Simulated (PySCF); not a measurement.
Compound: C₄H₂ClN.
Geometry (PBE0-D3(BJ)/def2-SVP, Å), atoms numbered from 1 in this order:
```xyz
8
C4H2ClN angstrom
N      3.3392    1.5662   -0.0913
C      2.3046    1.0594    0.0643
C      1.0827    0.4573    0.2483
C      0.0037   -0.0768    0.4114
C     -1.2790   -0.7158    0.6073
Cl    -2.6274    0.2663   -0.0354
H     -1.3024   -1.6911    0.0989
H     -1.4649   -0.8805    1.6790
```

Theory: EOM-IP-CCSD/aug-cc-pVDZ in PySCF, restricted Hartree–Fock reference, frozen core, non-relativistic, gas phase, PBE0-D3(BJ)/def2-SVP geometry.

The vertical ionisation energies are 11.17, 11.25, 11.96, 12.05, 13.42, 14.08, 14.11, 15.61 eV.

Which Hartree–Fock orbital leads each hole, and what is its Koopmans value −ε?

```json
{"leading hole (HF orbital)": "HOMO", "Koopmans (eV)": "11.36", "EOM-IP-CCSD (eV)": "11.17", "change (eV)": "-0.19", "one-hole share": "0.96"}
{"leading hole (HF orbital)": "HOMO-1", "Koopmans (eV)": "11.41", "EOM-IP-CCSD (eV)": "11.25", "change (eV)": "-0.16", "one-hole share": "0.96"}
{"leading hole (HF orbital)": "HOMO-2", "Koopmans (eV)": "12.86", "EOM-IP-CCSD (eV)": "11.96", "change (eV)": "-0.90", "one-hole share": "0.95"}
{"leading hole (HF orbital)": "HOMO-3", "Koopmans (eV)": "13.02", "EOM-IP-CCSD (eV)": "12.05", "change (eV)": "-0.97", "one-hole share": "0.95"}
{"leading hole (HF orbital)": "HOMO-6", "Koopmans (eV)": "16.04", "EOM-IP-CCSD (eV)": "13.42", "change (eV)": "-2.62", "one-hole share": "0.91"}
{"leading hole (HF orbital)": "HOMO-4", "Koopmans (eV)": "14.71", "EOM-IP-CCSD (eV)": "14.08", "change (eV)": "-0.63", "one-hole share": "0.93"}
{"leading hole (HF orbital)": "HOMO-5", "Koopmans (eV)": "14.80", "EOM-IP-CCSD (eV)": "14.11", "change (eV)": "-0.69", "one-hole share": "0.93"}
{"leading hole (HF orbital)": "HOMO-7", "Koopmans (eV)": "16.58", "EOM-IP-CCSD (eV)": "15.61", "change (eV)": "-0.97", "one-hole share": "0.94"}
```

Does the order of the lines follow the orbital energies?

No: the HOMO-6 hole (13.42 eV) falls below the HOMO-4 hole (14.08 eV); the HOMO-6 hole (13.42 eV) falls below the HOMO-5 hole (14.11 eV). The corrections run from -2.62 to -0.16 eV, with a mean of -0.89 eV over the 8 lines; no line lies above its Koopmans value.

At what kinetic energies would He I light (21.22 eV) eject these electrons?

10.05 eV (HOMO), 9.97 eV (HOMO-1), 9.26 eV (HOMO-2), 9.17 eV (HOMO-3), 7.80 eV (HOMO-6), 7.14 eV (HOMO-4), 7.11 eV (HOMO-5), 5.61 eV (HOMO-7).

Lines less than 0.15 eV apart could change places at a higher level. One root was sought for each valence orbital with −ε under 21 eV, eight at most, so deeper holes and satellites are missing; no vibrational structure.
